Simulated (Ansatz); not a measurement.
**MgClF: basis-set convergence**

An exercise on one series of results from a longer session: the logs are not shown, and one member is left open.

Computed with Ansatz 0.2.0, Gaussian basis. Level: one geometry, several basis sets.

Levels to be run: PBE0-D4/def2-SVP; ωB97M-V/def2-SVP; PBE0-D4/def2-QZVPP; ωB97M-V/def2-QZVPP; the functionals' def2-TZVPP values are taken from earlier runs.

## Structure used throughout

All runs share one geometry, relaxed beforehand with PBE0-D4 in a triple-zeta def2 set.

SMILES `[F][Mg][Cl]`, 3 atoms, charge 0, spin multiplicity 1.

Atoms are counted from 1 here; the program's logs count them from 0.

Bond lengths: F1–Mg2 1.744 Å, Mg2–Cl3 2.169 Å. Angles: F1–Mg2–Cl3 180.0°.

The first run:

File in.yaml:

```yaml
crystal:
  periodic: [false, false, false]
  atoms:
    - {symbol: F, position_ang: [-1.529429, 0.792178, -0.757000]}
    - {symbol: Mg, position_ang: [-0.118112, 0.039642, -0.060771]}
    - {symbol: Cl, position_ang: [1.636641, -0.896620, 0.804571]}
basis:
  gaussian: {orbitals: def2-SVP}
hamiltonian: {xc: pbe0, dispersion: d4}
output: {orbitals: {seedname: orbitals}}
```

Started as:

```console
ansatz run in.yaml --threads 4 --pin off --events-out ev --progress --plain --max-ram 10444MiB
```

Steps of the session up to this table: PBE0-D4 in def2-SVP; ωB97M-V in def2-SVP; PBE0-D4 in def2-QZVPP; ωB97M-V in def2-QZVPP.

One of the session's tables, all rows but one given; the rest of the session is left out.

It belongs to the step «Density functionals: the series». 

```
functional       basis  HOMO (eV)  LUMO (eV)
   PBE0-D4    def2-SVP      -8.99      -1.76
   PBE0-D4  def2-TZVPP      -9.05      -1.79
   PBE0-D4  def2-QZVPP      -9.04      -1.76
   ωB97M-V    def2-SVP     -11.24      -0.39
   ωB97M-V  def2-TZVPP     -11.35      -0.45
   ωB97M-V  def2-QZVPP          ?          ?
```

Estimate the missing values for ωB97M-V, def2-QZVPP.

The run gave: HOMO (eV): -11.35; LUMO (eV): -0.55.
